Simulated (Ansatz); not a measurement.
# C₂H₇Al: vertical ionisation energy

The task here is to estimate one member of a computed series from the others.

Computed with Ansatz 0.2.0, Gaussian basis. Level: unrestricted cation, the program's frozen cores in correlated methods.

The runs, in order: UKS PBE-D4/def2-TZVPP; UKS r2SCAN-D4/def2-TZVPP; UKS PBE0-D4/def2-TZVPP; UKS B3LYP-D4/def2-TZVPP; UKS wB97X-V/def2-TZVPP; UKS wB97M-V/def2-TZVPP; UKS B2PLYP/def2-TZVPP; UHF-CCSD(T)/def2-TZVPP; UHF-CCSD(T)/def2-QZVPP; extrapolation to the limit; then −ε(HOMO) from the neutral's earlier runs with LDA (SPW92), PBE-D4, revPBE-D4, BLYP-D4, r2SCAN-D4, B97M-V, PBE0-D4, B3LYP-D4, r2SCANh-D4, r2SCAN0-D4, HSE06-D4, BHLYP-D4, CAM-B3LYP-D4, LC-ωPBE, ωB97X-V, ωB97M-V.

**Structure used throughout**

All runs share one geometry, relaxed beforehand with PBE0-D4 in a triple-zeta def2 set.

SMILES `C[CH2][AlH2]`, 10 atoms, charge 0, spin multiplicity 1.

Atoms are counted from 1 here; the program's logs count them from 0.

Bond lengths: C1–C2 1.528 Å, C1–H4 1.094 Å, C1–H5 1.093 Å, C1–H6 1.093 Å, C2–Al3 1.958 Å, C2–H7 1.099 Å, C2–H8 1.099 Å, Al3–H9 1.592 Å, Al3–H10 1.592 Å. Angles: C2–C1–H4 112.2°, C2–C1–H5 111.7°, C2–C1–H6 111.7°, H4–C1–H5 107.2°, H4–C1–H6 107.2°, H5–C1–H6 106.6°, C1–C2–Al3 116.9°, C1–C2–H7 110.4°, C1–C2–H8 110.4°, Al3–C2–H7 107.2°, Al3–C2–H8 107.3°, H7–C2–H8 103.9°, C2–Al3–H9 119.8°, C2–Al3–H10 121.0°, H9–Al3–H10 119.2°.

Geometry (Å):

```xyz
10

C    -0.93922    0.31505   -0.88113
C    -0.21848   -0.59253    0.11416
Al    1.37937    0.13492    0.98173
H    -1.81868   -0.16681   -1.31913
H    -0.28554    0.60711   -1.70745
H    -1.27937    1.24120   -0.40998
H     0.07594   -1.53423   -0.37035
H    -0.90584   -0.91013    0.91072
H     2.17655   -0.74757    2.03949
H     1.89828    1.60179    0.64475
```

The first run:

The input, in.yaml:

```yaml
crystal:
  periodic: [false, false, false]
  atoms:
    - {symbol: C, position_ang: [-0.939219, 0.315047, -0.881134]}
    - {symbol: C, position_ang: [-0.218483, -0.592528, 0.114157]}
    - {symbol: Al, position_ang: [1.379366, 0.134923, 0.981727]}
    - {symbol: H, position_ang: [-1.818682, -0.166814, -1.319127]}
    - {symbol: H, position_ang: [-0.285543, 0.607107, -1.707450]}
    - {symbol: H, position_ang: [-1.279366, 1.241203, -0.409981]}
    - {symbol: H, position_ang: [0.075942, -1.534228, -0.370351]}
    - {symbol: H, position_ang: [-0.905844, -0.910130, 0.910723]}
    - {symbol: H, position_ang: [2.176552, -0.747570, 2.039490]}
    - {symbol: H, position_ang: [1.898279, 1.601791, 0.644746]}
basis:
  gaussian: {orbitals: def2-TZVPP}
total_charge: 1
magnetization: {spin_polarized: true, initial_magnetization: 1}
hamiltonian: {xc: pbe, dispersion: d4}
```

Run with:

```sh
$ ansatz run in.yaml --threads 2 --pin off --events-out ev --progress --plain --max-ram 32768MiB --backend cpu
```

Among the steps run: Cation, UKS PBE-D4/def2-TZVPP; Cation, UKS r2SCAN-D4/def2-TZVPP; Cation, UKS PBE0-D4/def2-TZVPP; Cation, UKS B3LYP-D4/def2-TZVPP; Cation, UKS wB97X-V/def2-TZVPP; Cation, UKS wB97M-V/def2-TZVPP; Cation, UKS B2PLYP (frozen core)/def2-TZVPP; Cation, UHF-CCSD(T)/def2-TZVPP; Cation, UHF-CCSD(T)/def2-QZVPP.

One of the session's tables, all rows but one given; the rest of the session is left out.

For comparison, −ε(HOMO) of the neutral from earlier runs:

```
  functional  −ε(HOMO) (eV)
 LDA (SPW92)           6.38
      PBE-D4           6.30
   revPBE-D4           6.26
     BLYP-D4              ?
   r2SCAN-D4           6.55
      B97M-V           6.68
     PBE0-D4           7.54
    B3LYP-D4           7.34
  r2SCANh-D4           7.01
  r2SCAN0-D4           7.70
    HSE06-D4           7.14
    BHLYP-D4           8.71
CAM-B3LYP-D4           8.91
     LC-ωPBE          10.27
     ωB97X-V           9.92
     ωB97M-V           9.76
```

**Question.** Estimate the row for BLYP-D4.

Worked estimate for «−ε(HOMO) (eV)». Against the share of exact exchange, B3LYP-D4 (0.2, 7.34), BHLYP-D4 (0.5, 8.71) give a slope of 4.57 per unit share; at 0 the line stands at 6.43.

**Answer.** −ε(HOMO) (eV): 6.20. In «−ε(HOMO) (eV)» the line misses by +0.23.
